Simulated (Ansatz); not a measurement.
Ideal-gas functions of BH$_{5}$N$_{2}$, SMILES `NBN` at 800 K and 1 bar, from an Ansatz frequency run at PBE0-D4/def2-TZVP.

Molar mass 43.87 g/mol, point group C2v (symmetry number 2), electronic degeneracy 1, moments of inertia 9.43, 55.528, 64.959 u Å². Harmonic wavenumbers (cm⁻¹, unscaled): 356, 398, 400, 464, 607, 821, 928, 931, 1091, 1202, 1442, 1636, 1638, 2599, 3638, 3639, 3743, 3744.

Use S(trans) = R[1.5 ln M + 2.5 ln T − 1.1517]; rotational temperatures θ = 24.2544 K / I; S(rot) = R[ln(√π/σ · √(T³/θAθBθC)) + 1.5]; for each mode x = 1.438777 ν̃/T, S = R[x/(eˣ − 1) − ln(1 − e⁻ˣ)] and H = RT x/(eˣ − 1); 1 cm⁻¹ = 0.0119627 kJ/mol; R = 8.31446 J/(mol·K).

By hand: the entropy, in J/(mol·K).

Translation 176.5. Rotation: θ = 2.572, 0.4368, 0.3734 K, giving 98.4. Vibration, mode by mode: 12.16, 11.27, 11.23, 10.06, 7.99, 5.79, 4.96, 4.94, 3.93, 3.36, 2.39, 1.81, 1.81, 0.44, 0.09, 0.09, 0.08, 0.08, in all 82.5. Electronic 0.0. Sum 357.4 J/(mol·K).

By hand: H − E and G − E in kJ/mol, counted from the electronic energy.

Zero-point energy ½ × 29277 × 0.0119627 = 175.1; thermal vibration 37.9; translation, rotation and pV give 4 RT = 26.6. H − E = 239.6 kJ/mol, and G − E = 239.6 − 800 × 357.4/1000 = -46.3 kJ/mol.

Vibration gives 23 % of the entropy. The sum counts one conformer and one mirror image; others add a mixing term.
